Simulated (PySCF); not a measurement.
Predicted microwave data (wB97X-D/def2-SVPD in PySCF (dipole) on a GFN2-xTB geometry, gas phase) for one isomer of C4H9F:

```
Rotational constants : A = 4728, B = 4727, C = 4533 MHz
Dipole components    : |μa| = 0.00 D, |μb| = 0.00 D, |μc| = 1.99 D
Inertial defect      : -102.32 u·Å²
κ                    : 0.99
```

Question: Which structure is it? (One computed conformer of each.)
A. `CC(C)(C)F`
B. `[CH3:1][CH:2]([CH3:3])[CH2:4][F:5]` with C1–C2–C4–F5 65° ((CH3)2CHCH2F)

Answer: A. It is CC(C)(C)F, an oblate symmetric top, point group C3v. The candidates at the same level (rigid rotor, commonest isotopes):

```csv
SMILES,A (MHz),B (MHz),C (MHz),μa (D),μb (D),μc (D),Δ (u·Å²),point group,rotor
CC(C)CF,7701,3473,2647,1.72,0.64,0.34,-20.22,C1,asymmetric top
CC(C)(C)F,4728,4727,4533,0.00,0.00,1.99,-102.32,C3v,oblate symmetric top
```

`CC(C)CF` has A 63 % too high. In the right answer the symmetry axis of this C3v structure is c, so μa and μb vanish by symmetry. No structure here is proved a minimum.
